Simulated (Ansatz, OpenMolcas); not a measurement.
C2H3ClO (acetyl chloride): from total energies to a heat of formation

C2H3ClO: 7 atoms, total charge 0, spin state singlet. As SMILES, `CC(=O)Cl`. Geometry: relaxed at PBE0-D4/def2-TZVP.

Total energies at B3LYP/6-31G* (spherical functions) (OpenMolcas 26.06); the atoms run unrestricted:

| species | state | energy (Eh) |
| --- | --- | --- |
| C2H3ClO | singlet | -613.438725 |
| C | triplet | -37.844694 |
| O | triplet | -75.059404 |
| Cl | doublet | -460.132788 |
| H | doublet | -0.500273 |

Harmonic wavenumbers at PBE0-D4/def2-TZVP, in cm⁻¹: 136, 346, 451, 528, 622, 972, 1041, 1124, 1383, 1454, 1457, 1909, 3072, 3150, 3180.

Measured heats of formation of the gaseous atoms at 298.15 K, in kJ/mol: C 716.9, O 249.2, Cl 121.3, H 218.0. Spin-orbit lowering of the atoms at 298 K (mean of the ground term's levels less their thermal mean, from spectra), in kJ/mol: C 0.02, O 0.40, Cl 3.44. Take 1 Eh = 2625.50 kJ/mol, 1 cm⁻¹ = 0.0119627 kJ/mol, RT = 2.479 kJ/mol.

Problem. Work out the heat of formation of the gas at 298 K.

Solution. 
1. Electronic atomisation energy: 2 × (-37.844694) + (-75.059404) + (-460.132788) + 3 × (-0.500273) − (-613.438725) = 1.056326 Eh = 2773.4 kJ/mol.
2. Zero-point energy: half the sum of the wavenumbers, 10412.5 cm⁻¹ = 124.6 kJ/mol.
3. Thermal vibrational enthalpy, Σ hcν̃/(exp(hcν̃/kT) − 1): 4.6 kJ/mol. Translation, rotation and pV of a non-linear molecule: 4 RT = 9.9 kJ/mol.
4. The 7 free atoms carry 5/2 RT each: 43.4 kJ/mol.
5. Spin-orbit coupling lowers the free atoms by 2 × 0.02 + 0.40 + 3.44 = 3.9 kJ/mol.
6. Atomisation enthalpy at 298 K: 2773.4 − 3.9 − 124.6 − 4.6 − 9.9 + 43.4 = 2673.8 kJ/mol.
7. Sum of the atoms' heats of formation: 2458.3 kJ/mol. Heat of formation: 2458.3 − 2673.8 = -215.5 kJ/mol.

The tabulated value is -241.5 kJ/mol (Active Thermochemical Tables), so this level is off by +26.0 kJ/mol, or 1.0 % of the atomisation enthalpy. Anharmonicity and any spin-orbit splitting of the molecule are left out.
